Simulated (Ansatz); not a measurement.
in.yaml

```yaml
crystal:
  periodic: [false, false, false]
  atoms:
    - {symbol: C, position_ang: [0.000000, 0.000000, 0.000000]}
    - {symbol: Na, position_ang: [0.000000, 0.000000, 2.681000]}
basis:
  gaussian: {orbitals: def2-SVP}
magnetization: {spin_polarized: false, initial_magnetization: 3}
correlation: {method: bccd_t, electrons: all}
output: {forces: true}
```

```sh
$ ansatz run in.yaml --threads 1 --pin off --events-out ev --progress --plain --max-ram 2393MiB
```

The program prints:

```
279 factors; integrals over basis functions are off by at most 6.1e-4 eV
mean field evaluation 1: about -5427.5568 eV, gradient 7.2e0 eV
mean field evaluation 2: about -5427.5656 eV, gradient 7.2e0 eV
mean field evaluation 4: about -5427.6026 eV, gradient 6.5e0 eV
mean field evaluation 8: about -5427.6026 eV, gradient 6.5e0 eV
mean field evaluation 16: about -5427.9417 eV, gradient 1.2e-6 eV
mean field evaluation 32: about -5424.4930 eV, gradient 1.5e1 eV
mean field evaluation 64: about -5422.6039 eV, gradient 1.6e1 eV
mean field evaluation 96: about -5424.6127 eV, gradient 7.7e-1 eV
mean field evaluation 128: about -5424.3667 eV, gradient 1.7e-3 eV
mean field evaluation 160: about -5422.0830 eV, gradient 1.6e-1 eV
mean field evaluation 192: about -5426.5888 eV, gradient 2.6e-3 eV
mean field evaluation 224: about -5424.6218 eV, gradient 7.6e-4 eV
mean field evaluation 256: about -5427.9000 eV, gradient 1.1e0 eV
mean field evaluation 288: about -5424.6218 eV, gradient 6.4e-3 eV
mean field evaluation 320: about -5424.3152 eV, gradient 2.1e-4 eV
mean field evaluation 352: about -5424.3668 eV, gradient 7.6e-2 eV
mean field -5427.94174676 eV, -199.4731800023 hartree, gradient 1.9e-6 eV, S^2 3.750000; 5 other end points of the search recorded, 0 dependent functions left out
mean field evaluation 384: about -5426.7574 eV, gradient 7.5e-1 eV
determinant -5427.94174676 eV, -199.4731800023 hartree, with singles and doubles -5430.31374181 eV, -199.5603492125 hartree
determinant -5426.58880150 eV, -199.4234601811 hartree, with singles and doubles -5428.70717318 eV, -199.5013089046 hartree
determinant -5425.83732687 eV, -199.3958439979 hartree, with singles and doubles -5428.33392405 eV, -199.4875922519 hartree
determinant -5424.62177867 eV, -199.3511734256 hartree, with singles and doubles -5426.73206720 eV, -199.4287250985 hartree
reference -5427.94174676 eV, -199.4731800023 hartree; 10, 7 occupied and 19, 22 virtual orbitals, 279 factors
second order -1.92162908 eV of doubles, -0.02771613 eV of singles
cycle   1  -2.36827781 eV  change    3.7e-3 eV  update   6.2e-3
cycle   2  -2.36846630 eV  change   -1.9e-4 eV  update   1.8e-3
cycle   3  -2.36811962 eV  change    3.5e-4 eV  update   1.2e-3
cycle   4  -2.36796742 eV  change    1.5e-4 eV  update   6.1e-4
cycle   5  -2.36802096 eV  change   -5.4e-5 eV  update   3.7e-4
cycle   6  -2.36805673 eV  change   -3.6e-5 eV  update   1.9e-4
cycle   7  -2.36807886 eV  change   -2.2e-5 eV  update   8.8e-5
cycle   8  -2.36808980 eV  change   -1.1e-5 eV  update   3.0e-5
cycle   9  -2.36808238 eV  change    7.4e-6 eV  update   1.1e-5
cycle  10  -2.36807918 eV  change    3.2e-6 eV  update   3.4e-6
cycle  11  -2.36807895 eV  change    2.3e-7 eV  update   1.4e-6
cycle  12  -2.36807933 eV  change   -3.7e-7 eV  update   4.6e-7
perturbative correction -0.05996360 eV, -0.0022036216 hartree
the calculation of the forces begins
Total energy: -5430.36978968 eV, -199.5624089340 hartree
Atom 0 at     0.000000     0.000000     0.000000 Å, force     0.000000    -0.000000     1.167772 eV/Å
Atom 1 at     0.000000     0.000000     2.681000 Å, force     0.000000    -0.000000    -1.167772 eV/Å
Dipole moment:    -0.000000     0.000000     1.900601 e Å
```

Forces (eV/Å):
```
C    0.000  0.000  1.168
Na   0.000  0.000 -1.168
```

Ran on 1 thread of Arm Neoverse V1, shared host: 3.4 s wall, 0.16 GiB peak host memory.
